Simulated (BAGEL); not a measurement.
# RI-MP2/aug-cc-pVDZ (density fitting with qzvpp-jkfit) run of C2H2F2 (SMILES C=C(F)F)

What is the energy change on altering one bond length of C2H2F2 at RI-MP2/aug-cc-pVDZ (density fitting with qzvpp-jkfit)? 

Program for the calculation: BAGEL 1.2.2.

### Step 1. The system as given

C2H2F2 has 6 atoms, charge 0, and is taken as a singlet. SMILES: `C=C(F)F`. The shape is that of a PBE0-D4/def2-TZVP optimisation.

Bond lengths: C1–C2 1.315 Å, C2–F3 1.313 Å, C2–F4 1.313 Å, C1–H5 1.079 Å, C1–H6 1.079 Å. Angles: C1–C2–F3 125.2°, C1–C2–F4 125.2°, F3–C2–F4 109.6°, C2–C1–H5 119.7°, C2–C1–H6 119.7°, H5–C1–H6 120.6°.

### Step 2. A single-point energy at RI-MP2/aug-cc-pVDZ (density fitting with qzvpp-jkfit)

Input file input.json:

```json
{ "bagel": [

{
  "title": "molecule",
  "basis": "aug-cc-pvdz.json",
  "df_basis": "qzvpp-jkfit",
  "angstrom": true,
  "geometry": [
    { "atom": "C", "xyz": [      -0.115900,       0.471000,      -0.544400 ] },
    { "atom": "C", "xyz": [       0.105000,      -0.394600,       0.420100 ] },
    { "atom": "F", "xyz": [      -0.454900,      -0.363600,       1.607600 ] },
    { "atom": "F", "xyz": [       0.919200,      -1.422100,       0.343000 ] },
    { "atom": "H", "xyz": [       0.394200,       0.360600,      -1.488400 ] },
    { "atom": "H", "xyz": [      -0.805600,       1.284800,      -0.384200 ] }
  ]
},

{
  "title": "hf"
},

{
  "title": "mp2",
  "ncore": 4
}

]}
```

The basis set aug-cc-pVDZ is read from a file made from the Basis Set Exchange's data (not shown).

The run is started by

```
$ BAGEL_NUM_THREADS=1 BAGEL input.json > input.out
```

Standard output:

```text
* using 1 threads per process

  ===============================================================
  ===============================================================

  *** Geometry ***

  { "atom" : "C", "xyz" : [     -0.219019,      0.890061,     -1.028767 ] },
  { "atom" : "C", "xyz" : [      0.198421,     -0.745686,      0.793874 ] },
  { "atom" : "F", "xyz" : [     -0.859636,     -0.687104,      3.037924 ] },
  { "atom" : "F", "xyz" : [      1.737036,     -2.687380,      0.648176 ] },
  { "atom" : "H", "xyz" : [      0.744930,      0.681435,     -2.812668 ] },
  { "atom" : "H", "xyz" : [     -1.522363,      2.427920,     -0.726033 ] },

  Number of auxiliary basis functions:      340

  Since a DF basis is specified, we compute 2- and 3-index integrals:
    o Being stored without compression. Storage requirement is 0.033 GB

  Number of basis functions:      110
  Number of electrons      :       32

    * METHOD: MOLECULE                             0.15

  *** RHF ***

  === Nuclear Repulsion ===
   118.2531916271

      * DIIS with orbital gradients will be used.

  === RHF iteration (aug-cc-pvdz.json) ===
      0       -275.53764311          0.01555799           0.04
      1       -275.71478369          0.00997109           0.04
      2       -275.77421107          0.00171108           0.04
      3       -275.77629227          0.00065365           0.04
      4       -275.77659431          0.00016294           0.04
      5       -275.77662397          0.00005960           0.04
      6       -275.77662817          0.00003570           0.04
      7       -275.77662932          0.00000452           0.04
      8       -275.77662935          0.00000100           0.04
      9       -275.77662935          0.00000033           0.04
     10       -275.77662935          0.00000010           0.04
     11       -275.77662935          0.00000003           0.04
     12       -275.77662935          0.00000001           0.04
    * SCF iteration converged.

    * Permanent dipole moment:
           (    0.099111,    -0.388272,     0.432670) a.u.

    * METHOD: HF                                   0.63

  *** RHF ***

  === Nuclear Repulsion ===
   118.2531916271

      * DIIS with orbital gradients will be used.

  === RHF iteration (aug-cc-pvdz.json) ===
      0       -275.77662935          0.00000000           0.04
    * SCF iteration converged.

    * Permanent dipole moment:
           (    0.099111,    -0.388272,     0.432670) a.u.

  === DF-MP2 calculation ===

    * freezing 4 orbitals
    * 3-index integral transformation done
    * assembly done

      MP2 correlation energy:   -0.6725846665      0.04

      MP2 total energy:       -276.4492140170

    * METHOD: MP2                                  0.13

  ===============================================================
```

Wall time 1.1 s (1 thread of Arm Neoverse V1, shared host); peak memory 0.1 GiB.

### Step 3. The distorted shape, same level

Input file input.json:

```json
{ "bagel": [

{
  "title": "molecule",
  "basis": "aug-cc-pvdz.json",
  "df_basis": "qzvpp-jkfit",
  "angstrom": "true",
  "geometry": [
    { "atom": "C", "xyz": [    0.052064,    0.461700,   -0.900636 ] },
    { "atom": "C", "xyz": [    0.272964,   -0.403900,    0.063864 ] },
    { "atom": "F", "xyz": [   -0.454900,   -0.363600,    1.607600 ] },
    { "atom": "F", "xyz": [    1.087164,   -1.431400,   -0.013236 ] },
    { "atom": "H", "xyz": [    0.562164,    0.351300,   -1.844636 ] },
    { "atom": "H", "xyz": [   -0.637636,    1.275500,   -0.740436 ] }
  ]
},
{
  "title": "hf"
},
{
  "title": "mp2",
  "ncore": 4
}

]}
```

The basis set aug-cc-pVDZ is read from a file made from the Basis Set Exchange's data (not shown).

The run is started by

```
$ BAGEL_NUM_THREADS=1 BAGEL input.json > input.out
```

Standard output:

```text
* using 1 threads per process

  ===============================================================
  ===============================================================

  *** Geometry ***

  { "atom" : "C", "xyz" : [      0.098387,      0.872487,     -1.701955 ] },
  { "atom" : "C", "xyz" : [      0.515827,     -0.763260,      0.120685 ] },
  { "atom" : "F", "xyz" : [     -0.859636,     -0.687104,      3.037924 ] },
  { "atom" : "F", "xyz" : [      2.054442,     -2.704954,     -0.025012 ] },
  { "atom" : "H", "xyz" : [      1.062336,      0.663861,     -3.485857 ] },
  { "atom" : "H", "xyz" : [     -1.204957,      2.410346,     -1.399221 ] },

  Number of auxiliary basis functions:      340

  Since a DF basis is specified, we compute 2- and 3-index integrals:
    o Being stored without compression. Storage requirement is 0.033 GB

  Number of basis functions:      110
  Number of electrons      :       32

    * METHOD: MOLECULE                             0.14

  *** RHF ***

  === Nuclear Repulsion ===
   108.6187861241

      * DIIS with orbital gradients will be used.

  === RHF iteration (aug-cc-pvdz.json) ===
      0       -275.39546198          0.01771337           0.04
      1       -275.55180876          0.01533572           0.04
      2       -275.69717690          0.00227535           0.04
      3       -275.70150767          0.00102342           0.04
      4       -275.70255610          0.00032285           0.04
      5       -275.70267226          0.00015827           0.04
      6       -275.70270171          0.00005182           0.04
      7       -275.70270586          0.00001409           0.04
      8       -275.70270602          0.00000643           0.04
      9       -275.70270605          0.00000211           0.04
     10       -275.70270605          0.00000105           0.04
     11       -275.70270606          0.00000039           0.04
     12       -275.70270606          0.00000017           0.04
     13       -275.70270606          0.00000007           0.04
     14       -275.70270606          0.00000003           0.04
     15       -275.70270606          0.00000001           0.04
    * SCF iteration converged.

    * Permanent dipole moment:
           (   -0.187305,    -0.493922,     1.244167) a.u.

    * METHOD: HF                                   0.75

  *** RHF ***

  === Nuclear Repulsion ===
   108.6187861241

      * DIIS with orbital gradients will be used.

  === RHF iteration (aug-cc-pvdz.json) ===
      0       -275.70270606          0.00000000           0.04
    * SCF iteration converged.

    * Permanent dipole moment:
           (   -0.187305,    -0.493922,     1.244167) a.u.

  === DF-MP2 calculation ===

    * freezing 4 orbitals
    * 3-index integral transformation done
    * assembly done

      MP2 correlation energy:   -0.6956140864      0.04

      MP2 total energy:       -276.3983201423

    * METHOD: MP2                                  0.13

  ===============================================================
```

Run time: 1.1 s. Hardware: 1 thread of Arm Neoverse V1, shared host; peak memory 0.1 GiB.

### Step 4. Outcome

Level: RI-MP2/aug-cc-pVDZ (density fitting with qzvpp-jkfit), 4 core orbitals frozen.

| quantity | value |
| --- | --- |
| first shape: total energy | -276.44921 Eh |
| first shape: correlation energy (4 core orbitals frozen) | -672.6 mEh |
| distorted shape: total energy | -276.39832 Eh |
| distorted shape: correlation energy (4 core orbitals frozen) | -695.6 mEh |
| energy change with the C2–F3 bond stretched from 1.313 to 1.707 Å | 1.385 eV |

In words: With the C2–F3 bond stretched from 1.313 to 1.707 Å the energy rises by 1.38 eV (134 kJ/mol). The first shape isn't relaxed at this level, so the change isn't measured from a minimum.
